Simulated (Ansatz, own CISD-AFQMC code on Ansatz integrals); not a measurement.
C3H6, SMILES `C=CC` (charge 0, multiplicity 1).

Cartesian coordinates (Å):
```xyz
9

C      1.3834    -0.0293     0.0648
C      0.1446     0.1285     0.5090
C     -1.0872    -0.0450    -0.3106
H      1.5827    -0.3060    -0.9664
H      2.2417     0.1113     0.7114
H     -0.0070     0.4063     1.5505
H     -1.6774     0.8767    -0.3322
H     -0.8467    -0.3223    -1.3387
H     -1.7342    -0.8202     0.1122
```
Charge 0, multiplicity 1.

Frozen-core correlation energies in cc-pVDZ at a geometry from PBE0-D3(BJ)/def2-TZVP, on an HF energy of -117.08234 Ha (<S^2> = 0.00). Wave-function levels are from Ansatz, the walk from an own CISD-AFQMC code on Ansatz integrals (time step 0.005/Ha, trial state from CCSD amplitudes, largest double 0.12).

```tsv
level	correlation energy (mHa)
MP2	-416.9
CCSD	-459.3
CCSD(T)	-473.8
```

Task: What correlation energy does phaseless AFQMC give, and where does it lie among these levels?

Result: -475.3 ± 0.4 mHa (one standard error). AFQMC minus each level: MP2 -58.3 mHa, CCSD -16.0 mHa, CCSD(T) -1.5 mHa.
